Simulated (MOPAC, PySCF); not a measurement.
C₂H₃N, SMILES `CC#N`, neutral singlet in the gas phase. 

Cartesian coordinates (Å):
SMILES: CC#N
```xyz
6

C     -0.4867    -0.0029    -0.0007
C      0.9661     0.0057     0.0013
N      2.1229     0.0126     0.0029
H     -0.8628    -0.5921    -0.8493
H     -0.8661    -0.4461     0.9312
H     -0.8734     1.0228    -0.0855
```
Charge 0, spin multiplicity 1.

All levels are single points at this geometry (PBE0-D3(BJ)/def2-SVP); Pople sets use spherical d functions. Orbital energies aren't observables, and empty levels follow the basis.

```
level                            HOMO (eV)  LUMO (eV)  gap (eV)  dipole (D)  vertical IE, Delta-SCF (eV)
-------------------------------  ---------  ---------  --------  ----------  ---------------------------
B3LYP-D3(BJ)/def2-TZVP in PySCF      -9.19       0.45      9.63        4.01                        12.19
M06-2X/def2-TZVP in PySCF           -10.82       1.43     12.25        4.02                        12.36
PBE-D3(BJ)/def2-TZVP in PySCF        -8.07      -0.27      7.80        3.95                        12.08
B3LYP/3-21G in PySCF                 -8.97       1.26     10.24        3.59                            –
B3LYP/6-311+G** in PySCF             -9.24      -0.32      8.91        4.06                            –
BP86/6-31G* in PySCF                 -7.86       0.04      7.90        3.76                            –
M06-2X/6-31G* in PySCF              -10.58       2.38     12.97        3.80                            –
SVWN5/6-31G* in PySCF                -7.90      -0.03      7.87        3.84                            –
HF/3-21G in PySCF                   -12.46       5.74     18.21        3.91                            –
HF/STO-3G in PySCF                  -11.01       9.72     20.72        3.06                            –
AM1 in MOPAC                        -12.58       1.72     14.29        2.88                            –
PM3 in MOPAC                        -12.37       1.44     13.81        3.21                            –
PM7 in MOPAC                        -12.84       1.21     14.05        3.82                            –
```
